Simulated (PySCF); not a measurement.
# Worked example: correlation energy of SiH$_{2}$, triplet

Geometry: that of the SiH2, singlet, kept fixed. The singlet lies 1.2 eV lower here.

```xyz
3

Si    0.0000   -0.0715    0.0000
H     0.0000    0.9958   -1.0900
H     0.0000    0.9958    1.0900
```

Basis cc-pVDZ; PySCF 2.14.0. Correlated methods freeze the noble-gas cores, which leaves 6 electrons in 23 orbitals. R marks a restricted (for open shells ROHF) determinant, U an unrestricted one.

Full CI is exact within this basis and frozen core; it isn't the basis-set limit. The frozen core follows each run's orbitals, which can shift R against U totals by a few meV.

UCCSD has a T1 diagnostic of 0.017 and a largest doubles amplitude of 0.05.

Restricted and unrestricted runs freeze slightly different cores, so the step to full CI, which has another core, is uncertain by up to 0.1 kcal/mol.

```tsv
level	total energy (hartree)
UHF	-289.995089
UMP2	-290.068583
UCCSD	-290.091226
UCCSD(T)	-290.093286
UCCSDT	-290.093962
full CI	-290.093987
```

Question: What is the correlation energy at full CI, and what share of it do UMP2 and UCCSD(T) recover?

Answer: E(corr) = -290.093987 − (-289.995089) = -0.098898 hartree = -2.691 eV. UMP2: -0.073494 / -0.098898 = 74.31 %. UCCSD(T): -0.098197 / -0.098898 = 99.29 %.

Question: By how many kcal/mol does UCCSD(T) miss full CI (1 hartree = 627.509 kcal/mol), and which steps make up the rest?

Answer: -290.093286 − (-290.093987) = 0.000701 hartree = 0.44 kcal/mol. Steps: UCCSDT − UCCSD(T) = -0.42, full CI − UCCSDT = -0.02 kcal/mol. That is within 1 kcal/mol of the reference in this basis, which itself misses far more of the correlation at the basis-set limit.
